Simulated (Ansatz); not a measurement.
System: B20 (FeSi-type) FeSi. Method: LDA (plane waves, PAW; Ansatz, a first-principles code).

Numerical settings: plane-wave cutoff 520 eV, 8×8×8 k mesh, no spin polarisation, scalar-relativistic PAW data made under PBE.

Computed at the level's own relaxed cell.

Elastic tensor (GPa, Voigt notation, ions relaxed):

```
  437.3   157.8   157.8     0.0     0.0     0.0
  157.8   437.3   157.8     0.0     0.0     0.0
  157.8   157.8   437.3     0.0     0.0     0.0
    0.0     0.0     0.0   170.9     0.0     0.0
    0.0     0.0     0.0     0.0   170.9     0.0
    0.0     0.0     0.0     0.0     0.0   170.9
```

Worked from these constants: the tetragonal shear constant is C′ = (C11 − C12)/2 = 139.8 GPa against C44 = 170.9 GPa, so the tetragonal shear is the softer. The Zener ratio C44/C′ is 1.22 (1 for an isotropic solid), and the Cauchy pressure C12 − C44 is -13.1 GPa. With C11 + 2C12 = 752.9 GPa all three Born conditions hold; they don't test modes at the zone boundary.

Measured, for comparison: elastic constant C11 317 GPa, elastic constant C12 113 GPa, elastic constant C44 125 GPa (temperature not stated, no zero-point or thermal correction; as tabulated in S\"ule et al. (2014), arXiv:1401.1310). Computed (rounded) less measured: elastic constant C11 +38 %, elastic constant C12 +40 %, elastic constant C44 +37 %.
